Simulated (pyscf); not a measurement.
A first-order saddle from PySCF, ωB97X-D3(BJ)/def2-SVP:

```xyz
11

C     -2.1008     0.2287     0.5752
C     -1.4674     0.9118    -0.4835
Si     0.1075     0.2678    -1.0002
H     -2.9392     0.7089     1.0975
H     -2.2116    -0.8632     0.5060
H     -1.6371     1.9937    -0.5580
H      0.5289     0.2235     0.7400
H      0.2318    -1.1925    -1.2612
H      0.9672     1.0739    -1.9084
H     -1.1037     0.1526     1.5245
H     -0.0841     0.0328     1.5345
```

Surface: singlet, charge 0. Lowest wavenumbers (cm⁻¹): 1836i, 270, 431, 455, 591.

What reaction is this the transition state of?

H₂C=CH–SiH₃ + hydrogen (H₂) <-> H₃C–CH=SiH₂ + hydrogen (H₂), a concerted two-bond exchange read from left to right: H–Si, H–H broken and C–H, H–H formed. At ωB97M-D3(BJ)/def2-TZVP it lies +2.28 eV from the left side and +1.46 eV from the right (each side as separated species at their lowest minima found). One saddle was located; it need not be the lowest between these sides.
